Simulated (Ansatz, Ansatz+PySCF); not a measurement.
```xyz
3

O     0.0000    0.0000   -0.1101
H     0.0000    0.6938    0.4404
H     0.0000   -0.6938    0.4404
```

RHF on singlet H2O was run in several spherical basis sets with Ansatz (development build ahead of 0.2.0). Caution for RHF: no unrestricted run beside it, a lower state can exist.

**Question.** Rank the basis sets by the total energy that they give, lowest first, with the distance from the lowest.
A. cc-pVDZ
B. 6-31G(d)
C. def2-TZVP
D. cc-pVTZ
E. STO-3G
F. def2-SVP
G. 6-31G

**Answer.** C (0.00 eV), D (0.04 eV), A (0.91 eV), B (1.40 eV), G (2.15 eV), F (2.69 eV), E (30.31 eV).

Totals follow the description of the cores as much as that of the bonds, so this order isn't one of quality for chemistry.
